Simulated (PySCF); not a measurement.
Dipole moment and polarisability of `C/C=C1C=C\1Cl`

C₅H₅Cl.
Structure used (GFN2-xTB), in Å, numbered top down from 1:
```xyz
11
C5H5Cl angstrom
C     -1.8194    0.0347    0.0496
C     -0.5151   -0.6691    0.2797
C      0.6527   -0.1320    0.0261
C      1.5060    0.9696   -0.4390
C      2.1013   -0.1378   -0.0237
Cl     3.5279   -0.9716    0.2525
H     -2.4353   -0.5253   -0.6540
H     -2.3746    0.1203    0.9836
H     -1.6502    1.0310   -0.3495
H     -0.5711   -1.6720    0.6785
H      1.5832    1.9547   -0.8300
```

Level: CAM-B3LYP/def2-SVPD (PySCF), static field, nuclei fixed, core orbitals frozen in the response. The polarisability tensor in these axes (au):

```
x   105.03  -2.52  -1.04
y    -2.52  67.02  -7.13
z    -1.04  -7.13  51.54
```

**Question.** Diagonalise the tensor; give its mean and Δα, where Δα² is half the sum of the squared differences of the eigenvalues.

**Answer.** Principal values 48.69, 69.69 and 105.21 au; mean 74.53 au = 11.04 Å³ = 12.29 × 10⁻⁴⁰ C²·m²/J; Δα = 49.48 au (66 % of the mean).

**Question.** What is the dipole moment, and where does it point?

**Answer.** (0.38, 1.10, -0.45) D, 1.25 D in size, pointing from the negative to the positive side. Measured along this direction, the outermost atoms are H10 at the negative end and H11 at the positive end.

**Question.** In a dilute gas of rigid molecules at 273 K, how does the orientational term μ²/3kT compare with the electronic polarisability?

**Answer.** In Gaussian units μ²/3kT = 13.78 Å³ against 11.04 Å³, a ratio of 1.25; the Debye molar polarisation (4π/3)N_A(α + μ²/3kT) is 62.6 cm³/mol, leaving out the vibrational part.

**Question.** Find the Langevin capture rate constant for NO+ (29.998 u) meeting this molecule (100.008 u), k = 2.342 × 10⁻⁹ cm³/s × √(α in Å³ / reduced mass in u).

**Answer.** The reduced mass is 23.08 u, so k = 1.62 × 10⁻⁹ cm³/s. The formula leaves out the permanent dipole, which adds to the capture rate.

**Question.** Form Σ f/ω² (atomic units) for the 8 lowest TDDFT singlets, given as eV and f, and set it beside the mean polarisability, which is this sum over all singlets: 4.47, 0.0272; 5.40, 0.0007; 6.14, 0.0001; 6.34, 0.0001; 6.50, 0.0146; 6.69, 0.0005; 6.99, 0.0015; 7.16, 0.5675.

**Answer.** They add up to 9.52 au, 12.8 % of the 74.53 au; the largest single term is 8.21 au, from the state at 7.16 eV. Terms in order: 1.01, 0.02, 0.00, 0.00, 0.26, 0.01, 0.02, 8.21 au. Higher excitations give the rest. The strengths listed sum to 0.612.

**Question.** Molar refractivity from α?

**Answer.** Lorentz–Lorenz: R = (4π/3)N_A α = 2.5225 cm³/(mol·Å³) × 11.04 Å³ = 27.9 cm³/mol, in the limit of long wavelengths.

Isolated species at its GFN2-xTB geometry, gas phase.

The run behind these numbers computed excited states as well. Time: 18 s. Hardware: one thread of an Arm Neoverse V1, no GPU (shared host).
